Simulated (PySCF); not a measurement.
## Polarisability as a sum over states

Compound: propargyl chloride, C3H3Cl.
Cartesian coordinates in Å at the GFN2-xTB level; atoms count from 1:
```
atom  x, y, z in Å
C1     1.654   -0.473    0.172
C2     0.487   -0.241    0.040
C3    -0.903    0.095   -0.111
Cl4   -1.124    1.884   -0.016
H5     2.672   -0.701    0.285
H6    -1.281   -0.219   -1.086
H7    -1.501   -0.340    0.690
```

Computed with PySCF, TDDFT wB97X-D/def2-SVPD, vertical, gas phase, core orbitals frozen in the response.

Excitation energies and transition dipoles (atomic units, axes of the coordinates) of those of the lowest 8 singlets that add 0.02 au or more to the mean polarisability:

```tsv
state	ΔE (hartree)	μx	μy	μz
S2	0.2388	0.428	-0.285	0.034
S4	0.2576	-0.018	-0.140	-0.012
S5	0.2581	-0.011	-0.004	0.088
S6	0.2928	-0.053	-0.031	0.449
S7	0.2943	-0.216	-0.225	-0.040
```

**Question.** What does each state add to αxx, αyy and αzz, and how do the sums compare with the full static tensor?

**Answer.** Each state adds 2 μα² / ΔE.

```tsv
state	αxx (au)	αyy (au)	αzz (au)
S2	1.53	0.68	0.01
S4	0.00	0.15	0.00
S5	0.00	0.00	0.06
S6	0.02	0.01	1.38
S7	0.32	0.34	0.01
all 8 states	1.9	1.2	1.5
full response	59.6	49.8	37.4
share (%)	3	2	4
```

The rest comes from the higher roots of the same response equations.

**Question.** Give the full tensor and its principal values.

**Answer.** In au, rows and columns x, y, z:
```
x    59.6 -10.1   2.1
y   -10.1  49.8  -0.4
z     2.1  -0.4  37.4
```
Principal values 37.1, 43.6 and 66.1 au; mean 48.9 au (7.25 Å³).

**Question.** By how much does the contribution of these states grow at 532 nm?

**Answer.** With ω = 0.0856 hartree each state's term in the mean polarisability goes from f / ΔE² to f / (ΔE² − ω²), f = (2/3) ΔE |μ|²; the sum over all 8 states goes from 1.53 to 1.72 au, a rise of 0.19 au.
